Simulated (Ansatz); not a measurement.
## Be2Si3: from a trial structure to a relaxed crystal

These are results of Ansatz, DFT PBE, scalar-relativistic, plane waves, PAW, not measurements. Cutoff 420 eV, Γ-centred k mesh, Gaussian smearing, no spin polarisation in the final step.

The start puts Be2Si3 on the tetradymite structure type (R-3m, No. 166), with Be in place of Bi, Si in place of Te, at a guessed volume.

```
CELL_PARAMETERS angstrom
1.55765 0.89931 7.22051
-1.55765 0.89931 7.22051
0.00000 -1.79862 7.22051
ATOMIC_POSITIONS crystal
Be 0.40000 0.40000 0.40000
Be 0.60000 0.60000 0.60000
Si 0.00000 0.00000 0.00000
Si 0.20950 0.20950 0.20950
Si 0.79050 0.79050 0.79050
```

Cell and atoms relax at zero pressure; the relaxation can't lower the symmetry of the start. After a coarse first stage the cell is made exact in the group found at 0.06 Å.

Formation energies are uncorrected and refer to the elements' standard structures at the same level.

**Question.** Describe the relaxed structure.

**Answer.** It keeps R-3m (No. 166). The result has the tetradymite structure. Conventional cell: a = 2.944 Å, c = 25.619 Å. Be is coordinated by 6 Si at 2.38–2.40 Å and 6 Be at 2.94 Å; Si on Wyckoff site a (1 atom of the primitive cell) is coordinated by 6 Be at 2.40 Å and 6 Si at 2.94 Å; Si on Wyckoff site c (2 atoms of the primitive cell) is coordinated by 3 Be at 2.38 Å, 3 Si at 2.50 Å and 6 Si at 2.94 Å.

Space group R-3m:H (No. 166). a = 2.944 Å, b = 2.944 Å, c = 25.619 Å, α = 90.00°, β = 90.00°, γ = 120.00°
```json
{"atom": "Be", "site": "6c", "symmetry": "3m", "x": "0.6667", "y": "0.3333", "z": "0.7325"}
{"atom": "Si", "site": "3a", "symmetry": "-3m", "x": "0.0000", "y": "0.0000", "z": "0.0000"}
{"atom": "Si", "site": "6c", "symmetry": "3m", "x": "0.3333", "y": "0.6667", "z": "0.8692"}
```

**Question.** What are its volume, energy, density and gap?

**Answer.** The volume per atom is 12.82 Å³, the density is 2.65 g/cm³ and the energy over the elements is 0.45 eV/atom. The gap on the 12×12×12 mesh is 0 eV (a metal).

The final run used a 12×12×12 mesh on its 5-atom cell and 0.10 eV smearing. The k mesh leaves about 4 meV/atom of noise in metals. A structure relaxed within its symmetry needn't be a true minimum. The steps took roughly 80 core-seconds in all.

Cost: 3 runs of about 1.4 core-minutes in all, on Arm Neoverse V1 (shared hosts).